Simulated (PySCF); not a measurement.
C5H8S: core ionisation energies

Species: C5H8S.
Numbering: `[CH2:1]=[CH:2]/[CH:3]=[CH:4]\[S:5][CH3:6]`

Cartesian coordinates in Å at the GFN2-xTB level; atoms count from 1:
```xyz
14
C5H8S angstrom
C      2.820    1.124   -0.816
C      1.595    0.615   -0.715
C      0.905    0.423    0.533
C     -0.326   -0.087    0.646
S     -1.316   -0.609   -0.702
C     -2.791   -1.160    0.206
H      3.377    1.428    0.056
H      3.306    1.255   -1.767
H      1.050    0.315   -1.602
H      1.427    0.713    1.435
H     -0.804   -0.213    1.605
H     -3.219   -0.322    0.750
H     -3.498   -1.518   -0.535
H     -2.524   -1.966    0.884
```

Computed with PySCF, delta-SCF UKS SCAN, pcX-2 on the ionised atom, pcseg-1 elsewhere, spin-free X2C. Each binding energy is the total energy of the core-ionised species, with the hole localised on one atom, minus that of the ground state; both are solved self-consistently, so orbital relaxation is included.

List the computed XPS lines with their assignment.

```tsv
atom(s)	bonded to	level	binding energy (eV)	above the level's lowest (eV)	count
C1	C (double bond) and 2 H	C 1s	289.40	0.00	1
C3	C (double bond), C and H	C 1s	289.92	+0.52	1
C2	C (double bond), C and H	C 1s	290.27	+0.87	1
C4	S, C (double bond) and H	C 1s	290.44	+1.04	1
C6	S and 3 H	C 1s	291.34	+1.94	1
S5	2 C	S 1s	2477.02	0.00	1
```

The listed C 1s values span 1.94 eV, from C1 (bonded to C (double bond) and 2 H) to C6 (bonded to S and 3 H).

Give the binding energy of C 1s of C3 in hartree and in kJ/mol.

289.92 eV = 10.6544 Eh = 27973 kJ/mol.

Which effective nuclear charge Zeff reproduces each element's mean 1s value in the hydrogen-like formula E = 13.606 eV × Zeff²?

C (Z = 6): mean 290.3 eV, Zeff = 4.62, Z − Zeff = 1.38; S (Z = 16): mean 2477.0 eV, Zeff = 13.49, Z − Zeff = 2.51. Means run over the listed sites, weighted by atom count.

Not every level is listed. The unrestricted hole states depart most from a pure doublet (⟨S²⟩ = 0.75; over 0.85 named) for C 1s of C2 (0.91) and C 1s of C4 (0.87), which makes these values less certain. Geometry: GFN2-xTB, one conformer, isolated molecule.
